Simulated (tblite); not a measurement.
# CBF3N: the cost of one run

Computed with tblite 0.8.0 and PySCF 2.14.0; each step states its level. No surroundings beyond the atoms listed, unless a continuum is named. Atoms count from 0, parts from 1.

### 1 The system as given

6 atoms, charge -1, multiplicity 1; geometry: rigid parts in contact. Parts: 1 = atoms 0–3, `FB(F)F`, charge 0; 2 = atoms 4–5, `[C-]#N`, charge -1.

### 2 Search for minima with GFN2-xTB

Job settings and geometry (Å):

```
{"job": {"kind": "dock", "xc": "GFN2-xTB", "basis": "xTB"}, "charge": -1, "multiplicity": 1, "parts": [{"atoms": "0-3", "charge": 0, "multiplicity": 1}, {"atoms": "4-5", "charge": -1, "multiplicity": 1}]}
F      1.161567    -0.577133     0.093298
B     -0.000007    -0.000017     0.000158
F     -1.079482    -0.720569    -0.080918
F     -0.082079     1.297719    -0.012538
C     -0.953472     0.639117     2.745937
N     -0.806038     1.758208     3.153524
```

Level: GFN2-xTB search for minima from random contacts, gas phase.

On the command line:

```
OMP_NUM_THREADS=1 python cluster_run.py task.json out
```

The driver reads the jobs from task.json and runs them one after another.

Q: Estimate the wall time of this first job on 1 thread of Arm Neoverse V2, shared host.

About 6.2 s.
